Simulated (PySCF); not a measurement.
Magnetisability: `C[C@H](F)C1CC1`, C$_{5}$H$_{9}$F

Geometry:
```json
{"atom": "C1", "x (Å)": "-1.972", "y (Å)": "-0.341", "z (Å)": "0.472"}
{"atom": "C2", "x (Å)": "-0.705", "y (Å)": "0.484", "z (Å)": "0.504"}
{"atom": "F3", "x (Å)": "-1.038", "y (Å)": "1.810", "z (Å)": "0.281"}
{"atom": "C4", "x (Å)": "0.312", "y (Å)": "0.054", "z (Å)": "-0.510"}
{"atom": "C5", "x (Å)": "1.336", "y (Å)": "-0.979", "z (Å)": "-0.139"}
{"atom": "C6", "x (Å)": "1.747", "y (Å)": "0.448", "z (Å)": "-0.340"}
{"atom": "H7", "x (Å)": "-1.755", "y (Å)": "-1.390", "z (Å)": "0.718"}
{"atom": "H8", "x (Å)": "-2.702", "y (Å)": "0.047", "z (Å)": "1.197"}
{"atom": "H9", "x (Å)": "-2.426", "y (Å)": "-0.304", "z (Å)": "-0.530"}
{"atom": "H10", "x (Å)": "-0.248", "y (Å)": "0.433", "z (Å)": "1.510"}
{"atom": "H11", "x (Å)": "-0.073", "y (Å)": "0.023", "z (Å)": "-1.536"}
{"atom": "H12", "x (Å)": "1.618", "y (Å)": "-1.720", "z (Å)": "-0.891"}
{"atom": "H13", "x (Å)": "1.319", "y (Å)": "-1.369", "z (Å)": "0.884"}
{"atom": "H14", "x (Å)": "2.008", "y (Å)": "1.039", "z (Å)": "0.543"}
{"atom": "H15", "x (Å)": "2.318", "y (Å)": "0.706", "z (Å)": "-1.234"}
```

Theory: GIAO PBE/cc-pVDZ magnetisability, non-relativistic, IEF-PCM dichloromethane (PySCF). Geometry: PBE0-D3(BJ)/def2-SVP.

Task: What are the magnetisability and the molar susceptibility?

Result: Isotropic -1104 × 10⁻³⁰ J/T², or -66.5 × 10⁻⁶ cm³/mol; principal values -1177, -1088, -1048 × 10⁻³⁰ J/T², anisotropy 114 × 10⁻³⁰ J/T² (root of half the summed squared differences of the principal values). The susceptibility is in cgs units.

Task: Split it along the inertial axes a, b, c into diamagnetic and paramagnetic parts about the centre of mass, with the quadrupole moment.

Result: 
```
axis  χ (10⁻⁶ cm³/mol)  diamagnetic (10⁻⁶ cm³/mol)  paramagnetic (10⁻⁶ cm³/mol)  summed x² of all electrons (Å²)  quadrupole Θ (D Å)
   a             -65.9                      -284.1                        218.1                            112.0               -1.25
   b             -65.2                      -551.6                        486.4                             48.9               -1.80
   c             -68.4                      -682.8                        614.4                             18.0               +3.05
```
Anisotropies 2χaa − χbb − χcc = +1.7 and 2χbb − χaa − χcc = +3.9 × 10⁻⁶ cm³/mol. Θ is traceless in Buckingham's convention.
